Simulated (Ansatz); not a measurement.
**C2HN: one structure at several levels**

The task here is to estimate one member of a computed series from the others.

Method: single points in def2-TZVPP; program: Ansatz 0.2.0, Gaussian basis.

Correlated methods freeze the cores.

### Starting geometry

SMILES `C1=CN=1`, 4 atoms, charge 0, spin multiplicity 1.

Atoms are counted from 1 here; the program's logs count them from 0.

Bond lengths: C1–C2 1.412 Å, C1–N3 1.404 Å, C2–N3 1.310 Å, C2–H4 1.069 Å. Angles: C2–C1–N3 55.4°, C1–C2–N3 62.0°, C1–C2–H4 157.0°, N3–C2–H4 141.0°, C1–N3–C2 62.6°.

As a file:

```xyz
4
charge 0, multiplicity 1
C     0.9570    0.6678    0.0318
C    -0.2990    0.0300   -0.0674
N     0.7341   -0.6955    0.2816
H    -1.3460   -0.0560   -0.2647
```

The first run:

File run/in.yaml:

```yaml
crystal:
  periodic: [false, false, false]
  atoms:
    - {symbol: C, position_ang: [0.957000, 0.667800, 0.031800]}
    - {symbol: C, position_ang: [-0.299000, 0.030000, -0.067400]}
    - {symbol: N, position_ang: [0.734100, -0.695500, 0.281600]}
    - {symbol: H, position_ang: [-1.346000, -0.056000, -0.264700]}
basis:
  gaussian: {orbitals: def2-TZVPP}
correlation: {method: ccsd_t}
output: {forces: true}
```

The command line of these runs was not kept.

Among the steps run: CCSD(T)/def2-TZVPP; PBE0-D4/def2-TZVPP; wB97M-V/def2-TZVPP; r2SCAN-D4/def2-TZVPP; PBE-D4/def2-TZVPP; LC-wPBE/def2-TZVPP; r2SCANh-D4/def2-TZVPP.

One of the session's tables, all rows but one given; the rest of the session is left out.

```
    method  RMS force component (eV/Å)  angle to CCSD(T) forces (°)  dipole (D)
   CCSD(T)                       0.364                    reference        3.14
   PBE0-D4                       0.742                         40.4        3.21
   wB97M-V                           ?                            ?           ?
 r2SCAN-D4                       0.567                         27.6        3.21
    PBE-D4                       0.428                         15.1        3.14
   LC-wPBE                       1.025                         49.2        3.29
r2SCANh-D4                       0.690                         37.5        3.22
```

**Question.** Estimate the row for wB97M-V.

The run gave: RMS force component (eV/Å): 0.699; angle to CCSD(T) forces (°): 41.4; dipole (D): 3.21. In the column «RMS force component (eV/Å)» it lies between r2SCANh-D4 (0.690) and PBE0-D4 (0.742).
